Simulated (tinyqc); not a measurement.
Inside a calculation. Method: extended Hueckel theory, for LiH. One step of it, computed by the program tinyqc.

Question. Mulliken analysis. P = C n C^T; charge = valence electrons (Li 1, H 1) minus the sum of (P S)_ii on the atom; overlap population = 2 sum P_ij S_ij between two atoms.

coefficients:
```
              MO1        MO2        MO3       MO4        MO5
1Li 2s   0.199400   0.818791   0.000000  0.000000   0.722933
1Li 2px  0.000000   0.000000   0.919901  0.392150   0.000000
1Li 2py  0.000000   0.000000  -0.392150  0.919901   0.000000
1Li 2pz  0.163033  -0.570960   0.000000  0.000000   1.018933
2H 1s    0.823199  -0.096887   0.000000  0.000000  -0.967763
```

occupations: 2.000000  0.000000  0.000000  0.000000  0.000000

overlap S, lower triangle:
```
           1Li 2s   1Li 2px   1Li 2py   1Li 2pz     2H 1s
1Li 2s   1.000000
1Li 2px  0.000000  1.000000
1Li 2py  0.000000  0.000000  1.000000
1Li 2pz  0.000000  0.000000  0.000000  1.000000
2H 1s    0.378670  0.000000  0.000000  0.490609  1.000000
```

Give: charges; Overlap populations.

Answer.

charges: 1Li 0.6113, 2H -0.6113

Overlap populations:

| pair | value |
|---|---|
| 2-1 | 0.512005 |
